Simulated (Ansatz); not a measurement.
# Match the barriers

Saddle point of SiH₆O₂, singlet (SiH₄O ([OH][SiH3]) + H₂O → SiH₄O₂ ([OH][SiH2][OH]) + H₂; bonds formed: Si1–O7, H2–H6; bonds broken: Si1–H2, H6–O7), PBE0-D4/def2-TZVP structure:

| atom | x (Å) | y (Å) | z (Å) |
| --- | --- | --- | --- |
| Si1 | -0.4595 | -0.3230 | 0.1747 |
| H2 | 0.6896 | -1.6106 | -0.0014 |
| H3 | -1.2739 | -1.0137 | -0.8496 |
| H4 | -0.5622 | -0.6522 | 1.6170 |
| O5 | -1.2176 | 1.1659 | 0.0435 |
| H6 | 1.3515 | -0.6890 | -0.3331 |
| O7 | 1.2267 | 0.4012 | -0.2741 |
| H8 | -1.0098 | 1.8145 | 0.7184 |
| H9 | 1.2552 | 0.9070 | -1.0955 |

Computed with Ansatz 0.2.0 (basis: def2-TZVPP, with def2-QZVPP for the basis limit); correlated methods freeze the cores. Extrapolation: Hartree–Fock as exp(−7.88 √X), correlation as X^−2.97. Four methods, as single points on the PBE0-D4 structures, gave these electronic barriers from the start structure: 1.461, 1.540, 1.893, 2.354 eV.

(1) The methods were, in alphabetical order, BHLYP-D4, HF, PBE-D4, r2SCAN-D4. Which gave which? (A judgement: the text doesn't fix the answer.)

The T1 diagnostic stays at or below 0.012.

Results:

(1) By the calculation: PBE-D4 1.461; r2SCAN-D4 1.540; BHLYP-D4 1.893; HF 2.354 eV. For comparison, CCSD(T) at an estimated basis limit (MP2 extrapolated from triple and quadruple zeta, plus CCSD(T) − MP2 in triple zeta) gives 1.765 eV.

Labels in which every atom is bracketed show which atoms are joined, not bond orders.

For scale, one of the runs: CCSD(T)/def2-TZVPP, 188 basis functions (an equivalent command: `ansatz run in.yaml --threads 2`). Hardware: 2 CPU threads, shared host. Wall time 31 s; peak host memory 2.2 GiB.
